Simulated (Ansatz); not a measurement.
Si–CH₂⁺, doublet in 6-31G: errors against full CI

Geometry: that of the Si–CH2, singlet, kept fixed.

```xyz
4

Si    0.0000    0.0000    0.5957
C     0.0000    0.0000   -1.1063
H     0.0000   -0.9093   -1.7078
H     0.0000    0.9093   -1.7078
```

Basis 6-31G; Ansatz 0.2.0. Correlated methods freeze the noble-gas cores, which leaves 9 electrons in 20 orbitals. Prefix R: restricted or restricted open-shell reference; prefix U: unrestricted. Active spaces: valence = (9e, 10o) chosen from the atoms' valence shells.

Full CI is exact within this basis and frozen core; it isn't the basis-set limit. The frozen core follows each run's orbitals, which can shift R against U totals by a few meV.

For open shells CISD and CISDTQ are restricted-active-space CI with the open shells as a complete middle space.

- UHF ⟨S²⟩: 0.756
- T1 diagnostic (RCCSD): 0.0152
- largest doubles amplitude (RCCSD): 0.097
- T1 diagnostic (UCCSD): 0.0131

```json
{"level": "RHF", "E − E(full CI) (kcal/mol)": "83.31", "share of correlation (%)": "0.00", "wall time": "–"}
{"level": "UHF", "E − E(full CI) (kcal/mol)": "82.27", "share of correlation (%)": "1.26", "wall time": "–"}
{"level": "RMP2", "E − E(full CI) (kcal/mol)": "18.48", "share of correlation (%)": "77.82", "wall time": "–"}
{"level": "UMP2", "E − E(full CI) (kcal/mol)": "18.27", "share of correlation (%)": "78.07", "wall time": "–"}
{"level": "CISD", "E − E(full CI) (kcal/mol)": "6.64", "share of correlation (%)": "92.04", "wall time": "0.7 s"}
{"level": "RCCSD", "E − E(full CI) (kcal/mol)": "2.03", "share of correlation (%)": "97.56", "wall time": "–"}
{"level": "UCCSD", "E − E(full CI) (kcal/mol)": "2.02", "share of correlation (%)": "97.57", "wall time": "–"}
{"level": "RCCSD(T)", "E − E(full CI) (kcal/mol)": "0.47", "share of correlation (%)": "99.44", "wall time": "1.1 s"}
{"level": "UCCSD(T)", "E − E(full CI) (kcal/mol)": "0.47", "share of correlation (%)": "99.44", "wall time": "1.9 s"}
{"level": "BCCD(T)", "E − E(full CI) (kcal/mol)": "0.45", "share of correlation (%)": "99.46", "wall time": "1.3 s"}
{"level": "RCCSDT", "E − E(full CI) (kcal/mol)": "0.15", "share of correlation (%)": "99.81", "wall time": "–"}
{"level": "UCCSDT", "E − E(full CI) (kcal/mol)": "0.15", "share of correlation (%)": "99.82", "wall time": "–"}
{"level": "CISDTQ", "E − E(full CI) (kcal/mol)": "0.25", "share of correlation (%)": "99.70", "wall time": "8.5 s"}
{"level": "RCCSDT(Q)", "E − E(full CI) (kcal/mol)": "0.02", "share of correlation (%)": "99.97", "wall time": "3.6 s"}
{"level": "UCCSDT(Q)", "E − E(full CI) (kcal/mol)": "0.01", "share of correlation (%)": "99.98", "wall time": "3.8 s"}
{"level": "RCCSDTQ", "E − E(full CI) (kcal/mol)": "0.01", "share of correlation (%)": "99.99", "wall time": "10 s (H100)"}
{"level": "UCCSDTQ", "E − E(full CI) (kcal/mol)": "0.00", "share of correlation (%)": "100.00", "wall time": "11 s (H100)"}
{"level": "CASSCF (valence space)", "E − E(full CI) (kcal/mol)": "23.69", "share of correlation (%)": "71.57", "wall time": "–"}
{"level": "NEVPT2 (valence space)", "E − E(full CI) (kcal/mol)": "5.91", "share of correlation (%)": "92.91", "wall time": "4.7 s"}
{"level": "MRCISD (valence space)", "E − E(full CI) (kcal/mol)": "0.86", "share of correlation (%)": "98.97", "wall time": "–"}
{"level": "MRCISD+Q (valence space)", "E − E(full CI) (kcal/mol)": "0.38", "share of correlation (%)": "99.55", "wall time": "7.5 s"}
{"level": "MRCISD+Q(relaxed) (valence space)", "E − E(full CI) (kcal/mol)": "-0.06", "share of correlation (%)": "100.08", "wall time": "9.5 s"}
```

The correlation energy at full CI, counted from RHF, is -3.613 eV. That run took 3.5 s on 2 threads of AMD EPYC 7R13 with a shared H100 80 GB, shared host over 18,783,488 determinants.

Times hold each run's SCF and search for its determinant on a shared host, so for small cases they say little of a method's own cost; rows without a card ran on 1 thread of AMD EPYC 7R13.

The full-CI state has the irrep B1 of C2v, in the program's axes.

Natural occupations of full CI about the gap: 1.977 1.967 1.966 1.914 0.989 0.048 0.040 0.028 0.022 0.022; effectively unpaired electrons, Σ n²(2−n)², 1.06.
